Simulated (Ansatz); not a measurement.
`C=C(C)CF` → `C=CCF` + `[CH2]` (triplet) at 600 K and 1 bar (formal loss of a carbene).

Program: Ansatz. Geometries: PBE0-D4/def2-TZVP. ΔE: electronic, gas phase. CCSD(T)/CBS adds triple-zeta CCSD(T) − MP2 to the extrapolated MP2 energy (def2 sets, frozen cores). This one scheme is used for every species. Triplets are unrestricted, without spin–orbit coupling. Each species was taken in one conformer, which may not be the lowest.

| species | CCSD(T)/CBS energy (Eh) | H − E (kJ/mol) | S (J/(mol·K)) |
| --- | --- | --- | --- |
| `C=C(C)CF` | -256.19086 | 321.4 | 401.3 |
| `C=CCF` | -216.92453 | 234.5 | 347.2 |
| `[CH2]` (triplet) | -39.09499 | 66.5 | 220.8 |

H − E and S are ideal-gas, rigid-rotor, harmonic terms from PBE0-D4/def2-TZVP, for one conformer and one mirror image of each species, with the whole ground term of open shells counted as degenerate. 1 Eh = 2625.50 kJ/mol, R = 8.31446 J/(mol·K).

By hand: ΔE, ΔH, ΔS and ΔG.

ΔE = (-216.92453) + (-39.09499) − (-256.19086) = 0.17134 Eh = 449.9 kJ/mol. Δ(H − E) = 234.5 + 66.5 − 321.4 = -20.4, so ΔH = 429.5 kJ/mol. ΔS = 347.2 + 220.8 − 401.3 = 166.7 J/(mol·K). ΔG = 429.5 − 600 × (166.7)/1000 = 329.5 kJ/mol.

By hand: the equilibrium constant, and the temperature at which ΔG would vanish if ΔH and ΔS stayed fixed.

log₁₀ K = −ΔG/(RT ln 10) = -28.7. ΔG = 0 at ΔH/ΔS = 2576 K, far beyond where these terms or the molecules hold.

The number of gas molecules changes by +1, which sets the sign of ΔS. A doubt of 5 kJ/mol in ΔE shifts log₁₀ K by 0.4 here. Other conformers and mirror images would add mixing entropy, several J/(mol·K) or more a flexible species. A triplet takes part, so the spin changes. These are equilibria of isolated gas molecules and say nothing of rates. Largest T1 diagnostic: 0.011 (customary marks: 0.02 for closed shells, 0.045 for open ones).
